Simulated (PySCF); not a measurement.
# PH from Hartree–Fock to correlated methods

State: ³Σ⁻ (triplet), unpaired electrons π ↑↑. Set-up: P x2c-TZVPPall, H x2c-TZVPPall; spin-free X2C with a Gaussian nucleus (PySCF 2.14). De refers to P + H in their high-spin ground configurations, without counterpoise correction. The functionals are run spin-unrestricted. A positive dipole means P(−)H(+).

```
      Level  Re (Å)  ωe (cm⁻¹)  De (eV)  μ (D)
        UHF   1.412       2489     2.24   0.53
    UHF-MP2   1.416       2434     2.87    n/a
UHF-SCS-MP2   1.418       2420     3.01    n/a
   UHF-CCSD   1.422       2377     3.04    n/a
UHF-CCSD(T)   1.425       2359     3.06    n/a
        PBE   1.440       2282     3.24   0.43
     PBEsol   1.443       2279     3.36   0.46
     revPBE   1.441       2279     3.19   0.42
     r²SCAN   1.427       2357     3.26   0.49
       PBE0   1.428       2368     3.20   0.47
  BHandHLYP   1.416       2426     3.27   0.46
     M06-2X   1.417       2419     3.30   0.47
  CAM-B3LYP   1.423       2382     3.32   0.45
```

Which functional lies closest to UHF-CCSD(T) in De, which farthest, and by how much do they differ from it?

Closest is revPBE (+1.6 pm in Re, -3.4 % in ωe, +0.13 eV in De against UHF-CCSD(T) in the same basis), farthest PBEsol (+1.8 pm in Re, -3.4 % in ωe, +0.30 eV in De). CCSD(T) converges more slowly with the basis than the functionals do and binds too weakly in this one, so the order can change at the basis-set limit.

What does a quarter of exact exchange do here, going from PBE to PBE0?

PBE0 less PBE: -1.2 pm in Re, +3.8 % in ωe, -0.04 eV in De. Exact exchange removes part of the self-interaction that spreads semilocal densities, and in most molecules shortens and stiffens the bond and lowers De; so it does here.

What does the step from GGA to meta-GGA do here, going from PBE to r²SCAN?

r²SCAN less PBE: -1.3 pm in Re, +3.3 % in ωe, +0.02 eV in De. 

Correlated steps freeze 5 core orbitals. The state was picked by a PBE0 search and need not be the measured ground state.
